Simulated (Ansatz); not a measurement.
# CH5AlS (SMILES [CH3][AlH][SH]): a rigid scan of the bond length C1–H6

Aim: the energy along the bond length C1–H6, from CCSD(T) and from cheaper methods, relative to the minimum. No other atom is relaxed.

The runs use Ansatz 0.2.0, Gaussian basis; single points in def2-TZVPP.

Levels: PBE-D4, r2SCAN-D4, PBE0-D4, B3LYP-D4, wB97M-V, Hartree-Fock, MP2, CCSD, CCSD(T). The scan takes 0.942, 0.974, 1.021, 1.076, 1.137, 1.203, 1.273, 1.347, 1.423 Å.

Cores are frozen in the correlated methods. B3LYP uses VWN-RPA correlation.

52 further runs of the same task are left out: 52 set aside as unsound or not needed.

## 1. The system as given

The minimum, relaxed at PBE0-D4: SMILES `[CH3][AlH][SH]`, 8 atoms, charge 0, spin multiplicity 1.

Atoms are counted from 1 here; the program's logs count them from 0.

Bond lengths: C1–Al2 1.943 Å, C1–H4 1.095 Å, C1–H5 1.092 Å, C1–H6 1.095 Å, Al2–S3 2.188 Å, Al2–H7 1.585 Å, S3–H8 1.344 Å. Angles: Al2–C1–H4 110.7°, Al2–C1–H5 112.5°, Al2–C1–H6 110.8°, H4–C1–H5 107.9°, H4–C1–H6 106.6°, H5–C1–H6 108.0°, C1–Al2–S3 118.2°, C1–Al2–H7 124.4°, S3–Al2–H7 117.4°, Al2–S3–H8 93.8°.

Geometry (Å):

```mol
CH5AlS
  3D, bonds by distance, orders not assigned

  8  7  0  0  0  0  0  0  0  0999 V2000
   -0.7290    1.0667   -0.4179 C   0  0
    0.5715   -0.3266   -0.0379 Al  0  0
   -0.0037   -1.9332    1.3319 S   0  0
   -0.3428    2.0483   -0.1243 H   0  0
   -1.6763    0.9086    0.1024 H   0  0
   -0.9380    1.1213   -1.4912 H   0  0
    2.0302   -0.3812   -0.6543 H   0  0
    1.1803   -2.5609    1.2355 H   0  0
  1  2  8  0
  1  4  8  0
  1  5  8  0
  1  6  8  0
  2  3  8  0
  2  7  8  0
  3  8  8  0
M  END
```

Energies of the minimum (eV), from earlier single points: PBE-D4 -18543.13790, r2SCAN-D4 -18551.00214, PBE0-D4 -18544.94140, B3LYP-D4 -18554.69939, wB97M-V -18551.23641, CCSD(T) -18525.94086.

At the minimum the bond length C1–H6 is 1.095 Å.

## 2. C1–H6 = 0.942 Å

ccsdt-tzvpp/in.yaml reads:

```yaml
crystal:
  periodic: [false, false, false]
  atoms:
    - {symbol: C, position_ang: [-0.729037, 1.066682, -0.417875]}
    - {symbol: Al, position_ang: [0.571500, -0.326575, -0.037903]}
    - {symbol: S, position_ang: [-0.003731, -1.933243, 1.331902]}
    - {symbol: H, position_ang: [-0.342770, 2.048268, -0.124316]}
    - {symbol: H, position_ang: [-1.676349, 0.908561, 0.102414]}
    - {symbol: H, position_ang: [-0.908863, 1.113677, -1.341356]}
    - {symbol: H, position_ang: [2.030232, -0.381199, -0.654312]}
    - {symbol: H, position_ang: [1.180296, -2.560898, 1.235491]}
basis:
  gaussian: {orbitals: def2-TZVPP}
correlation: {method: ccsd_t}
```

No record of the launch command was kept for these runs.

Further steps of the session: C1–H6 = 0.974 Å; C1–H6 = 1.021 Å; C1–H6 = 1.076 Å; C1–H6 = 1.137 Å; C1–H6 = 1.203 Å; C1–H6 = 1.273 Å; C1–H6 = 1.347 Å; C1–H6 = 1.423 Å.

**Question.** What will these runs give? Wanted: highest point, CCSD(T); lowest point, CCSD(T); minimum along the scan, CCSD(T); RMS deviation from CCSD(T); largest T1 diagnostic.

The runs gave:

| quantity | value |
| --- | --- |
| highest point, CCSD(T) | 0.983 eV at 1.423 Å |
| lowest point, CCSD(T) | 0.000 eV at 1.095 Å |
| minimum along the scan, CCSD(T) | 1.094 Å |
| curvature there | 32.9 eV/Å² |
| RMS deviation from CCSD(T) | PBE-D4 0.035, r2SCAN-D4 0.004, PBE0-D4 0.009, B3LYP-D4 0.007, wB97M-V 0.017, Hartree-Fock 0.058, MP2 0.030, CCSD 0.011 eV |
| largest T1 diagnostic | 0.011 |

A polynomial through the near points puts the CCSD(T) minimum 0.001 Å below the PBE0-D4 value. The third derivative is negative, the usual anharmonicity of a bond. Curvature against CCSD(T): PBE-D4 -4 %, Hartree-Fock +7 %. Best along the scan: r2SCAN-D4. Worst: Hartree-Fock.
